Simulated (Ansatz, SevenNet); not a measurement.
For zinc-blende CdSe, the machine-learned potential SevenNet-0 (trained on PBE and PBE+U data) gives:

| Quantity | Result |
|---|---|
| equilibrium lattice constant a | 6.212 Å |
| bulk modulus | 44.9 GPa |

**Question.** What does r²SCAN+rVV10 (plane waves, PAW; Ansatz, a first-principles code) give for the same quantities?

**Answer.** 
- lattice constant a: 6.101 Å (shrinks by 1.8 %)
- bulk modulus: 54.1 GPa (goes up by 20 %)

For comparison: lattice constant a 6.077 Å (measured, room temperature, not corrected to a static lattice, our sources range from 6.052 to 6.084; as tabulated in arXiv:1206.3780).

Changes are worked out from the printed values.

Unless a cell is named, each level is at its own relaxed cell (SevenNet-0 29.96, r²SCAN+rVV10 28.39 Å³/atom).

Ansatz's density-functional and Hartree–Fock values are scalar-relativistic unless marked +SOC, with PAW data made under PBE.
